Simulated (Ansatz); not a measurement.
## One elementary step

Start structure (CH$_{3}$Cl$_{2}$ (charge -1), closed shell), relaxed at PBE0-D4/def2-TZVPD:

Cl1  (-1.439, -0.201, 1.661)
C2  (-0.256, -0.036, 0.296)
Cl3  (1.789, 0.249, -2.064)
H4  (-0.400, -0.864, -0.388)
H5  (0.747, -0.054, 0.704)
H6  (-0.440, 0.905, -0.209)
(Å)

The step: [CH₃Cl ([CH3][Cl]) + Cl]⁻ → [CH₃Cl ([CH3][Cl]) + Cl]⁻; bonds formed: C2–Cl3; bonds broken: Cl1–C2. Computed with Ansatz 0.2.0 (basis: def2-TZVPPD and def2-QZVPPD); correlated methods freeze the cores. Extrapolation: Hartree–Fock as exp(−7.88 √X), correlation as X^−2.97. Energies below are by CCSD(T) at an estimated basis limit (MP2 extrapolated from triple and quadruple zeta, plus CCSD(T) − MP2 in triple zeta).

What are the electronic barrier and the energy of the step, from the start structure to the end structure? (Judge from chemistry; the value comes from the calculation.)

The calculation gives: Barrier 13.47 kcal/mol; step energy 0.00 kcal/mol (both ends alike: a degenerate step); reverse barrier, their difference, 13.47 kcal/mol. Barrier and step energy count from the start structure, the reverse barrier from the end structure.

The saddle point: One imaginary mode of 416i cm⁻¹.
```
  pair  start (Å)  saddle (Å)  end (Å)
C2–Cl3       3.14        2.30     1.81
Cl1–C2       1.81        2.30     3.13
```

Zero-point energy (harmonic, PBE0-D4): ZPE is 23.84 kcal/mol at the start and 23.38 kcal/mol at the saddle, so the barrier goes from 13.47 to 13.01 kcal/mol.

T1 diagnostic: at most 0.017.

Labels in which every atom is bracketed show which atoms are joined, not bond orders.

For scale, one of the runs: CCSD(T)/def2-TZVPPD, 190 basis functions, launched by `ansatz run in.yaml --threads 2 --pin off --events-out ev --progress --plain --max-ram 4352MiB`. The run took 37 s on 2 CPU threads of an Arm Neoverse V2 (shared host), with 1.9 GiB of host memory at its peak.
